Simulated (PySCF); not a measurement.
Atoms are numbered as in `[pH:1]1[pH:2][pH:3][pH:4][pH:5]1`. Each H is labelled by its parent atom.

Geometry: PBE0-D3(BJ)/def2-SVP; GIAO absolute shieldings from PySCF, gas phase, non-relativistic, averaged over equivalent atoms.

At PBE0/pcSseg-1 (145 basis functions, 12 s wall time on 1 thread of an Arm Neoverse V2, shared host):
```tsv
atoms	σ (ppm)
P1/P2/P3/P4/P5	327.7
H(P1)/H(P2)/H(P3)/H(P4)/H(P5)	28.74
```

Q: What do these become at CAM-B3LYP/pcSseg-2?

A: 
| atoms | σ at CAM-B3LYP/pcSseg-2 | change |
| --- | --- | --- |
| P1/P2/P3/P4/P5 | 304.9 | -22.8 |
| H(P1)/H(P2)/H(P3)/H(P4)/H(P5) | 28.76 | +0.02 |

The largest change is at P1/P2/P3/P4/P5 (ring phosphorus). Cost: 285 basis functions, 53 s wall time on 1 thread of an Arm Neoverse V2, shared host.
